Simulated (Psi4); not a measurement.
# Si2H5O (SMILES [SiH2]O[SiH3]), step by step

We compute a structure relaxation (UMP2/def2-SVP), then the harmonic vibrations of Si2H5O. 

The calculation is run with Psi4 1.11.

## (1) Starting point

Si2H5O has 8 atoms, charge 0, and is taken as a doublet. SMILES: `[SiH2]O[SiH3]`. The coordinates come from a PBE0-D4/def2-TZVP relaxation. This is one conformer, not always the lowest. The run starts from this shape.

Bond lengths: Si1–O2 1.637 Å, O2–Si3 1.638 Å, Si1–H4 1.490 Å, Si1–H5 1.494 Å, Si3–H6 1.482 Å, Si3–H7 1.485 Å, Si3–H8 1.486 Å. Angles: Si1–O2–Si3 146.3°, O2–Si1–H4 107.9°, O2–Si1–H5 109.9°, O2–Si3–H6 108.1°, O2–Si3–H7 109.9°, O2–Si3–H8 110.1°, H4–Si1–H5 110.4°, H6–Si3–H7 109.7°, H6–Si3–H8 109.8°, H7–Si3–H8 109.2°.

## (2) A geometry optimisation at UMP2/def2-SVP (density fitting, density fitting for correlation) (run 1)

File input.dat:

```
memory 1.6 GB

molecule mol {
  0 2
  Si    -1.281200     0.933000    -0.865900
  O     -0.352300    -0.279200    -0.276900
  Si     0.765000    -0.723000     0.835900
  H     -1.902800     0.458100    -2.133600
  H     -0.440600     2.142000    -1.118700
  H      1.291900    -2.054600     0.453100
  H      0.138100    -0.799300     2.180400
  H      1.874100     0.266000     0.869800
}

set globals {
  reference uhf
  geom_maxiter 60
  num_frozen_docc 11
}

optimize('mp2/def2-SVP')
print_variables()
```

The run is started by

```
psi4 -n 1 input.dat output.dat
```

output.dat:

```text
[...]
  Running in c1 symmetry.
[...]
  Nuclear repulsion =  149.818918717058864
[...]
  Multiplicity = 2
[...]
  Nalpha       = 21
  Nbeta        = 20
[...]
    Number of basis functions: 75
[...]
   @DF-UHF iter   1:  -655.34321643123178   -7.98953e-01   5.32724e-03 ADIIS/DIIS
[...]
	Warning: cc_lambda option is changed to TRUE
	For this residual convergence, default PCG convergence is:     1.00e-07
[...]
	DF-SCS-MP2 Total Energy (a.u.)     :  -655.80059788980043
	DF-SOS-MP2 Total Energy (a.u.)     :  -655.80392119229145
[...]
	Warning: cc_lambda option is changed to TRUE
	For this residual convergence, default PCG convergence is:     1.00e-07
[...]
	Warning: cc_lambda option is changed to TRUE
	For this residual convergence, default PCG convergence is:     1.00e-07
[...]
	Warning: cc_lambda option is changed to TRUE
	For this residual convergence, default PCG convergence is:     1.00e-07
[...]
	Warning: cc_lambda option is changed to TRUE
	For this residual convergence, default PCG convergence is:     1.00e-07
[...]
   @DF-UHF iter  12:  -655.42874146414647    2.27374e-13   9.38587e-11 DIIS
[...]
   @S^2 Observed:                7.527514148E-01
[...]
    Orbital Energies [Eh]
    ---------------------
    Alpha Occupied:
       1A    -68.794481     2A    -68.789980     3A    -20.555027
       4A     -6.161620     5A     -6.155258     6A     -4.277504
       7A     -4.269193     8A     -4.268245     9A     -4.266544
      10A     -4.265695    11A     -4.265651    12A     -1.314694
      13A     -0.785491    14A     -0.681162    15A     -0.594480
      16A     -0.583102    17A     -0.578028    18A     -0.491227
      19A     -0.473167    20A     -0.455282    21A     -0.330474
    Alpha Virtual:
      22A      0.131530    23A      0.188170    24A      0.192482
      25A      0.209490    26A      0.221788    27A      0.228586
[...]
  @DF-UHF Final Energy:  -655.42874146414647
   => Energetics <=
    Nuclear Repulsion Energy =            148.1038983308704360
    One-Electron Energy =               -1202.8400122311718405
    Two-Electron Energy =                 399.3073724361549921
    Total Energy =                       -655.4287414641464693
  UHF NO Occupations:
  HONO-2 :   19  A 1.9998155
  HONO-1 :   20  A 1.9989183
[...]
 Multipole Moments:
 ------------------------------------------------------------------------------------
     Multipole            Electronic (a.u.)      Nuclear  (a.u.)        Total (a.u.)
 ------------------------------------------------------------------------------------
 L = 1.  Multiply by 2.5417464519 to convert [e a0] to [Debye]
 Dipole X            :         -1.7542630            1.7092585           -0.0450045
 Dipole Y            :          0.2200498           -0.0674142            0.1526356
 Dipole Z            :         -0.5463448            0.7593021            0.2129573
 Magnitude           :                                                    0.2658455
[...]
	Warning: cc_lambda option is changed to TRUE
	For this residual convergence, default PCG convergence is:     1.00e-07
[...]
	DF-SCS-MP2 Total Energy (a.u.)     :  -655.80180354628351
	DF-SOS-MP2 Total Energy (a.u.)     :  -655.80511222364999
	DF-SCS(N)-MP2 Total Energy (a.u.)  :  -655.56413607920365
[...]
	DF-MP2 Total Energy (a.u.)         :  -655.79518619155067
[...]
    Final optimized geometry and variables:
    Molecular point group: c1
    Full point group: C1
    Geometry (in Angstrom), charge = 0, multiplicity = 2:
    SI          -1.065001613483     0.919944624604    -0.782437871364
    O           -0.012762546278    -0.280577174034    -0.302261067185
    SI           1.006566488768    -0.756858288329     0.926133425783
    H           -1.787308372589     0.461496690854    -1.991856556091
    H           -0.330006721054     2.177677034382    -1.077988641089
    H            1.510021450472    -2.110257019919     0.618077413022
    H            0.282016162097    -0.781736050448     2.218293251500
    H            2.149970230718     0.178553968220     1.041630677890
  Variable Map:
  ----------------------------------------------------------------------------
[...]
```

The script printed:

```text
Optimizer: Optimization complete!
```

Wall time 82 s (1 thread of AMD EPYC 7R43 (Zen 3), shared host); peak memory 0.65 GiB.

Step by step:

| step | energy from the first frame kept (eV) | largest force (eV/Å) |
| --- | --- | --- |
| 0 | 0.0000 | 1.0054 |
| 1 | -0.0291 | 0.2177 |
| 2 | -0.0304 | 0.0445 |
| 3 | -0.0309 | 0.0400 |
| 4 | -0.0313 | 0.0350 |
| 5 | -0.0323 | 0.0355 |
| 6 | -0.0325 | 0.0233 |
| 7 | -0.0326 | 0.0171 |
| 8 | -0.0327 | 0.0133 |
| 9 | -0.0331 | 0.0195 |
| 10 | -0.0335 | 0.0132 |
| 11 | -0.0336 | 0.0043 |
| 12 | -0.0336 | 0.0020 |

After the run. Bond lengths: Si1–O2 1.667 Å, O2–Si3 1.666 Å, Si1–H4 1.481 Å, Si1–H5 1.486 Å, Si3–H6 1.477 Å, Si3–H7 1.482 Å, Si3–H8 1.482 Å. Angles: Si1–O2–Si3 143.6°, O2–Si1–H4 108.7°, O2–Si1–H5 110.8°, O2–Si3–H6 108.5°, O2–Si3–H7 110.4°, O2–Si3–H8 110.4°, H4–Si1–H5 109.9°, H6–Si3–H7 109.5°, H6–Si3–H8 109.4°, H7–Si3–H8 108.7°.

## (3) Vibrational wavenumbers at UMP2/def2-SVP (density fitting, density fitting for correlation) (run 2)

File input.inp:

```
memory 1600 mb

molecule {
  0 2
  Si    -1.313203     0.938411    -0.847582
  O     -0.260964    -0.262111    -0.367406
  Si     0.758365    -0.738392     0.860989
  H     -2.035509     0.479963    -2.057001
  H     -0.578208     2.196143    -1.143133
  H      1.261820    -2.091791     0.552933
  H      0.033815    -0.763270     2.153149
  H      1.901769     0.197020     0.976486
}

set basis def2-SVP
set reference uhf
set t 500.0
set num_frozen_docc 11
set rotational_symmetry_number 1

result = frequency("mp2")
```

The run is started by

```
psi4 -i input.inp -o input.out -n 1
```

input.out (excerpt; [...] marks lines left out):

```text
[...]
  Running in c1 symmetry.
[...]
  Nuclear repulsion =  148.103896708931103
[...]
  Multiplicity = 2
[...]
  Nalpha       = 21
  Nbeta        = 20
[...]
    Number of basis functions: 75
[...]
   @DF-UHF iter   1:  -655.34240000504030   -8.62030e-01   5.31937e-03 DIIS/ADIIS
[...]
	DF-SCS-MP2 Total Energy (a.u.)     :  -655.80180354456820
	DF-SOS-MP2 Total Energy (a.u.)     :  -655.80511222164773
[...]
   @DF-UHF iter  17:  -655.42873896936044   -1.13687e-13   7.02804e-11 DIIS
[...]
   @S^2 Observed:                7.527514267E-01
[...]
  @DF-UHF Final Energy:  -655.42873896936044
   => Energetics <=
    Nuclear Repulsion Energy =            148.0977615567546195
    One-Electron Energy =               -1202.8270114865881624
    Two-Electron Energy =                 399.3005109604731047
    Total Energy =                       -655.4287389693604382
  UHF NO Occupations:
  HONO-2 :   19  A 1.9998155
  HONO-1 :   20  A 1.9989183
[...]
 Multipole Moments:
[...]
	DF-SCS-MP2 Total Energy (a.u.)     :  -655.80180273577594
	DF-SOS-MP2 Total Energy (a.u.)     :  -655.80511154639601
	DF-SCS(N)-MP2 Total Energy (a.u.)  :  -655.56413361903617
[...]
	DF-MP2 Total Energy (a.u.)         :  -655.79518511453580
[...]
  ==> Harmonic Vibrational Analysis <==
[...]
  Freq [cm^-1]                 51.5036             73.0989             117.2432
[...]
  IR activ [km/mol]             2.3448              0.1455              1.6726
[...]
  Freq [cm^-1]                 606.7321            730.5001            754.4101
[...]
  IR activ [km/mol]             1.4609              4.6040             47.7424
[...]
  Freq [cm^-1]                 768.2198            840.8846            966.4654
[...]
  IR activ [km/mol]            121.0544            265.1153            365.4599
[...]
  Freq [cm^-1]                 994.3778            998.8797           1037.2213
[...]
  IR activ [km/mol]            133.9279            122.9081            520.4596
[...]
  Freq [cm^-1]                1105.5279           2268.0916           2305.4450
[...]
  IR activ [km/mol]            249.5166            124.6800            181.1287
[...]
  Freq [cm^-1]                2310.5179           2316.0651           2342.4998
[...]
  IR activ [km/mol]            235.9555            108.2947            150.2450
[...]
  Total E_0, Enthalpy at 0 [K]                                                         -655.74828400 [Eh]
[...]
  Total H, Enthalpy at  500.00 [K]                                                     -655.73405526 [Eh]
[...]
```

Standard output:

```text
Warning: used thermodynamics relations inappropriate for low-frequency modes: ['51.5036' '73.0989' '117.2432' '606.7321']
```

Run time: 4.2 min. Hardware: 1 thread of AMD EPYC 7R43 (Zen 3), shared host; peak memory 0.68 GiB.

## (4) Results

```
                                                                        quantity             value
                                   run 1, UMP2/def2-SVP: total energy at the end     -655.79519 Eh
run 1, UMP2/def2-SVP: HOMO energy (Hartree–Fock orbitals) (highest over α and β)          -8.99 eV
 run 1, UMP2/def2-SVP: LUMO energy (Hartree–Fock orbitals) (lowest over α and β)           1.66 eV
              run 1, UMP2/def2-SVP: correlation energy (11 core orbitals frozen)        -366.4 mEh
                         run 1, UMP2/def2-SVP: ⟨S²⟩ of the reference determinant             0.753
                                run 2, UMP2/def2-SVP: lowest harmonic wavenumber           52 cm⁻¹
                               run 2, UMP2/def2-SVP: highest harmonic wavenumber         2342 cm⁻¹
                                         run 2, UMP2/def2-SVP: zero-point energy      123.1 kJ/mol
    run 2, UMP2/def2-SVP: ideal-gas entropy at 500 K (symmetry number 1 as used)  90.2 cal/(mol K)
```

The optimisation (run 1, UMP2/def2-SVP) took 13 steps and changed the energy by -0.034 eV. All 18 modes (run 2, UMP2/def2-SVP) are real, so the shape is a minimum at this level.
